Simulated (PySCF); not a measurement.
## Converging AlCl⁺ in the basis (PBE0)

PySCF, UKS reference; doublet, unpaired electrons σ ↑; De to Al⁺ + Cl without counterpoise correction.

```
      basis     relativity  functions  Re (Å)  ωe (cm⁻¹)  De (eV)  μ (D)
     STO-3G  no relativity         18   2.058        604     1.73  -7.24
    pcseg-1  no relativity         36   2.033        590     1.89  -5.83
  def2-TZVP  no relativity         74   2.024        599     2.14  -5.57
def2-TZVPPD  no relativity         99   2.024        599     2.13  -5.55
```

(1) How does each smaller set differ from the one with most functions, def2-TZVPPD?

A positive dipole points towards Cl; it is taken about the centre of mass and depends on that origin. For an ion De counts to the pair picked by the measured ionisation energies or electron affinities, which need not be the lowest pair at this level. STO-3G is very small, so such numbers show the basis as much as the molecule. The state is the lowest determinant that a PBE0 search found; another state may lie lower at other levels.

Results:

(1) STO-3G: +3.4 pm, +0.8 % in ωe, -0.40 eV in De; pcseg-1: +0.9 pm, -1.5 % in ωe, -0.24 eV in De; def2-TZVP: +0.0 pm, +0.0 % in ωe, +0.01 eV in De. All at PBE0; the set with most functions is neither the basis-set limit nor always the best.
